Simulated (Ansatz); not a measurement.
The input, for Ansatz 0.2.0:

```yaml
crystal:
  periodic: [false, false, false]
  atoms:
    - {symbol: Al, position_ang: [0.000000, 0.000000, 0.000000]}
    - {symbol: N, position_ang: [0.000000, 0.000000, 1.789283]}
basis:
  gaussian: {orbitals: 6-31G}
magnetization: {spin_polarized: true, initial_magnetization: 4}
hamiltonian: {xc: {name: wB97M-V}}
output: {forces: true, orbitals: {seedname: orbitals}}
```

```sh
$ ansatz run in.yaml --threads 1 --pin off --events-out ev --progress --plain --max-ram 2393MiB
```

Log:

```
  # Of w^i u^j: cxij and so on, Table III.
  gx(w, u) = 1 - cx + cx01*u + cx10*w
  gss(w, u) = css00 + css04*u^4 + css10*w + css20*w^2 + css43*w^4*u^3
  gos(w, u) = cos00 + cos10*w + (cos20 + cos21*u)*w^2 + (cos60 + cos61*u)*w^6
      + integral(e_c_pw_mod_opposite_spin*gos(b97_w_opposite, b97_u_opposite)) + vv10(b, c)
270 factors; integrals over basis functions are off by at most 1.1e-4 eV
108 factors; integrals over basis functions are off by at most 2.1e-6 eV
mean field evaluation 1: about -8077.6445 eV, gradient 7.9e0 eV
mean field evaluation 2: about -8077.9172 eV, gradient 5.2e0 eV
mean field evaluation 4: about -8078.1102 eV, gradient 4.0e-1 eV
mean field evaluation 8: about -8078.1283 eV, gradient 8.8e-3 eV
mean field evaluation 16: about -8078.1283 eV, gradient 5.9e-5 eV
mean field -8078.12834260 eV, -296.8657410384 hartree, gradient 5.9e-5 eV, S^2 6.008114; 0 other end points of the search recorded, 0 dependent functions left out
the calculation of the forces begins
reference -8078.12837353 eV, -296.8657421750 hartree; 12, 8 occupied and 10, 14 virtual orbitals, 270 factors
Total energy: -8078.12837353 eV, -296.8657421750 hartree
Atom 0 at     0.000000     0.000000     0.000000 Å, force    -0.000000     0.000000    -5.424044 eV/Å
Atom 1 at     0.000000     0.000000     1.789283 Å, force    -0.000000    -0.000000     5.424044 eV/Å
Dipole moment:    -0.000000    -0.000000    -0.220523 e Å
```

Forces (eV/Å):
```
Al   0.000  0.000 -5.424
N    0.000  0.000  5.424
```

Ran on 1 thread of Intel Xeon Platinum 8259CL, shared host: 3.1 s wall, 0.16 GiB peak host memory.
